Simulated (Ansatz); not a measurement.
```yaml
crystal:
  periodic: [false, false, false]
  atoms:
    - {symbol: S, position_ang: [-1.764050, -0.478692, -0.048007]}
    - {symbol: S, position_ang: [0.260898, 0.989543, 0.069585]}
    - {symbol: Si, position_ang: [1.804408, -0.606450, -0.019676]}
    - {symbol: H, position_ang: [-2.459624, 0.646863, -0.138184]}
basis:
  gaussian: {orbitals: def2-TZVP}
magnetization: {spin_polarized: true, initial_magnetization: 3}
hamiltonian: {xc: pbe0}
relax: {f_tol: 0.004, max_steps: 80}
```

```sh
$ ansatz run in.yaml --threads 1 --pin off --events-out ev --progress --plain --max-ram 2176MiB
```

Steps of the relaxation (energy above the last step; positions in Å, forces in eV/Å):

```
4
step 1, 344.5 meV
S    -1.764   -0.479   -0.048    0.592   -0.035    0.039
S     0.261    0.990    0.070   -0.050   -0.791   -0.068
Si    1.804   -0.606   -0.020   -0.265    0.428    0.040
H    -2.460    0.647   -0.138   -0.278    0.398   -0.010
```

```
4
step 2, 276.5 meV
S    -1.739   -0.409   -0.067    0.371    0.316    0.013
S     0.290    0.919    0.052   -0.494   -0.462   -0.052
Si    1.874   -0.598   -0.002    0.030    0.111    0.017
H    -2.583    0.639   -0.119    0.092    0.035    0.022
```

```
4
step 3, 115.2 meV
S    -1.644   -0.326   -0.076   -0.057    0.173   -0.006
S     0.164    0.771    0.028   -0.933    0.486   -0.011
Si    1.908   -0.559    0.012    0.622   -0.513   -0.003
H    -2.587    0.665   -0.101    0.368   -0.147    0.021
```

```
4
step 8, 1.0 meV
S    -1.488   -0.301   -0.086    0.122    0.065    0.009
S     0.046    0.956    0.014   -0.070   -0.093   -0.004
Si    1.808   -0.684    0.017   -0.027    0.017   -0.002
H    -2.525    0.581   -0.081   -0.025    0.012   -0.003
```

```
4
step 9, 0.1 meV
S    -1.458   -0.298   -0.081    0.012    0.000    0.001
S     0.040    0.983    0.016    0.027   -0.017    0.000
Si    1.776   -0.698    0.014   -0.017    0.016    0.000
H    -2.516    0.564   -0.085   -0.022    0.002   -0.001
```

```
4
step 10, 0.0 meV
S    -1.459   -0.297   -0.080    0.011    0.007    0.000
S     0.044    0.980    0.016   -0.004   -0.011   -0.001
Si    1.775   -0.696    0.013   -0.002    0.003    0.000
H    -2.518    0.564   -0.086   -0.005    0.001    0.000
```

```
4
step 11, 0.0 meV
S    -1.460   -0.297   -0.081   -0.001   -0.002    0.000
S     0.044    0.979    0.016    0.001    0.001    0.000
Si    1.776   -0.695    0.014    0.000    0.000    0.000
H    -2.519    0.564   -0.085    0.001    0.000    0.000
```

Close pairs at the end: S1–H4 1.365 Å, S1–S2 1.975 Å, S2–Si3 2.408 Å.

A stationary point of unrestricted PBE0 after 11 steps, with ⟨S²⟩ = 3.767 against 3.75 for a pure state; no frequencies were run, so it isn't proven a minimum. 2.2 min on 1 thread of Arm Neoverse V1, shared host.
